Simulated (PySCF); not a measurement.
**Relaxation of singlet [SH3]+**

These are results of PBE0/[S def2-TZVP, H def2-TZVP], no relativity, density fitting, PySCF, not measurements. A (50,194) grid was used.

A hand-made trigonal planar start, of D3h symmetry, held to at least that symmetry:

Coordinates in bohr (charge 1 multiplicity 1):
```
S     0.0000    0.0000    0.0000
H     2.5002    0.0000    0.0000
H    -1.2501    2.1652    0.0000
H    -1.2501   -2.1652    0.0000
```

Question: What forces act on the atoms at the start (eV/Å)?

Answer: 
```
atom     Fx     Fy    Fz
  S1   0.00   0.00  0.00
  H2   0.48   0.00  0.00
  H3  -0.24   0.42  0.00
  H4  -0.24  -0.42  0.00
```

Question: What does it relax to?

Answer: It ends at D3h with S–H 1.340 Å (×3); H–S–H 120.0° (×3). A frequency run shows 1 imaginary mode, down to 1091i cm⁻¹, so it is a saddle point. Other isomers or separated fragments may lie lower.

Question: How much energy is released, and in how many steps?

Answer: 1.2 kJ/mol in 2 steps.

The relaxation took 0.8 s on 2 threads of a shared Arm Neoverse V2 host, with 55 basis functions and 3 gradients; the process peaked at 0.71 GiB.
